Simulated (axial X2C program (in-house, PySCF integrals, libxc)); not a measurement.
# PS⁺ at several levels of theory

All values were computed with an in-house relativistic program for diatomic molecules. Spin-free means the one-electron spin-free X2C Hamiltonian; two-component (2c) means X2C with spin–orbit coupling and atomic mean-field two-electron Coulomb and Gaunt terms, so the difference of the two also holds small scalar two-electron terms. Basis: S dyall-av3z [9s8p3d2f], P dyall-v3z [8s7p2d1f] (cores contracted in-house); Gaussian nuclei, density fitting, unrestricted open shells. Masses: S 31.972 u, P 30.974 u.

Input:
```json
{"zs": [16, 15], "q": 1, "bas": ["dyall-av3z", "dyall-v3z"], "levels": ["PBE0", "HF", "B97-3"], "cc": true, "r0": 1.96, "thr": -2.0, "nmax": 90, "npts": 10, "nst": 2, "ntry": 6}
```
```bash
python so2c.py task.json out
```

Keys: zs atomic numbers; q charge; bas basis sets; levels methods; cc coupled cluster on or off; r0 starting distance in Å; thr threshold in hartree for freezing inner shells (an s shell follows its p shell); nmax most natural virtual spinors; npts points on the curve; nst determinants followed; ntry starts of the search. HF also brings MP2.

State, spin-free: M_S = 0, Λ = 0 (closed shell); electrons by block: σα: 9, σβ: 9, π+α: 3, π+β: 3, π-α: 3, π-β: 3. Fragments: S+ + P for PBE0, HF, MP2, CCSD, CCSD(T); S + P+ for B97-3.

State, 2c: Ω = 0 (closed shell); electrons by block: 1/2: 12, -1/2: 12, 3/2: 3, -3/2: 3. Fragments: S+ + P for PBE0; S + P+ for B97-3.

```json
{"Hamiltonian": "spin-free", "level": "HF", "Re (Å)": "1.792", "ωe (cm⁻¹)": "982.5", "ωexe (cm⁻¹)": "2.35", "Be (cm⁻¹)": "0.3337", "De (eV)": "3.25", "μ (D)": "1.54"}
{"Hamiltonian": "spin-free", "level": "MP2", "Re (Å)": "1.856", "ωe (cm⁻¹)": "796.5", "ωexe (cm⁻¹)": "3.63", "Be (cm⁻¹)": "0.311", "De (eV)": "6.48", "μ (D)": "n/a"}
{"Hamiltonian": "spin-free", "level": "CCSD", "Re (Å)": "1.833", "ωe (cm⁻¹)": "874.0", "ωexe (cm⁻¹)": "2.69", "Be (cm⁻¹)": "0.3189", "De (eV)": "6.00", "μ (D)": "n/a"}
{"Hamiltonian": "spin-free", "level": "CCSD(T)", "Re (Å)": "1.850", "ωe (cm⁻¹)": "826.8", "ωexe (cm⁻¹)": "3.11", "Be (cm⁻¹)": "0.3132", "De (eV)": "6.38", "μ (D)": "n/a"}
{"Hamiltonian": "2c", "level": "PBE0", "Re (Å)": "1.826", "ωe (cm⁻¹)": "887.3", "ωexe (cm⁻¹)": "2.57", "Be (cm⁻¹)": "0.3214", "De (eV)": "6.67", "μ (D)": "1.26"}
{"Hamiltonian": "2c", "level": "B97-3", "Re (Å)": "1.829", "ωe (cm⁻¹)": "879.8", "ωexe (cm⁻¹)": "2.59", "Be (cm⁻¹)": "0.3204", "De (eV)": "6.94", "μ (D)": "1.28"}
```

Spin-free values that have a 2c row agree with it to the digits that matter (0.001 Å, 0.01 eV) and are not repeated.

Correlated methods: 10 electrons correlated (number of frozen shells: S 2 s, 1 p; P 2 s, 1 p), 168 virtual spin orbitals or spinors in MP2, 88 natural virtuals in coupled cluster.

Dipoles are positive if P is the positive end and refer to the centre of mass.

The state is a single determinant with fixed occupations, the lowest that a limited PBE0 search found. The closed shell is kept restricted, so the energy runs too high when the bond is stretched far. Dissociation energies refer to the lowest single-determinant-based atoms at the same level and basis. Coupled cluster ran in a truncated set of natural virtual spinors; the MP2 energy of the rest was added. (T) has no such correction and the atoms are truncated less, which lowers De at CCSD(T) by a hundredth of an eV or more. In 2c an atomic determinant is not the ground J level, so De misses part of the atomic spin–orbit lowering. This holds for B97-3. The functionals have no current-density term, which raises determinants with orbital currents, atoms included.

No reliable constants came from CCSD (2c), CCSD(T) (2c), HF (2c), MP2 (2c): no minimum in range, unconverged points, a curve that is not smooth, a change of character along it, or the two Hamiltonians disagreeing along it.

Rough cost a point (2c) on 1 thread(s) of a shared host, integrals apart: PBE0 0.28 s, B97-3 0.3 s.

The whole task took 72 s on 1 thread of Arm Neoverse V1, with other jobs on the host.
